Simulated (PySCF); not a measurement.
**Question.** What does the PBE0-D3(BJ)/def2-SVP structure of `CN(C)P(C)C` look like in three dimensions?

**Answer.** 
```xyz
18
C4H12NP angstrom
C     -1.847    0.621    0.234
N     -0.731   -0.187   -0.206
C     -1.139   -1.556   -0.435
P      0.694   -0.054    0.835
C      1.096    1.724    0.543
C      1.947   -0.775   -0.314
H     -2.656    0.561   -0.512
H     -1.560    1.680    0.314
H     -2.273    0.308    1.213
H     -0.310   -2.149   -0.850
H     -1.953   -1.574   -1.179
H     -1.508   -2.075    0.477
H      2.132    1.896    0.873
H      1.001    1.983   -0.523
H      0.449    2.382    1.141
H      1.814   -0.389   -1.337
H      1.890   -1.873   -0.325
H      2.948   -0.504    0.056
```

Orientation and origin are arbitrary. Atoms count from 1 in this order. P4 (three-coordinate phosphorus) is pyramidal (angles 98.9°, 98.7° and 97.5°, sum 295.1°, 0.88 Å off the plane of its three neighbours). Of the pairs four or more bonds apart, C5···H8 is among the closest relative to their van der Waals radii: 2.67 Å, 92 % of the sum of Bondi's values. N2 (nitrogen bonded to 2 C and P) is pyramidal (angles 113.6°, 113.0° and 111.1°, sum 337.7°, 0.43 Å off the plane of its three neighbours).

Bonds between heavy atoms (Å): C1–N2 1.446, N2–C3 1.447, N2–P4 1.770, P4–C5 1.846, P4–C6 1.847.

Method: PBE0-D3(BJ)/def2-SVP geometry optimisation, gas phase in PySCF 2.14.0.

Point group: near Cs, missed by 0.09 Å at most; the miss may be what the optimiser left on a soft mode. PBE0-D3(BJ)/def2-SVP frequencies: not computed here. The numbers are those of one conformer (C1–N2–P4–C5 -65°).

Hardware: one thread of an Intel Xeon Platinum 8259CL at 2.50 GHz, no GPU (shared host). Cost: 76 s of wall time, 0.61 GiB resident at most. These figures are those of the optimisation.
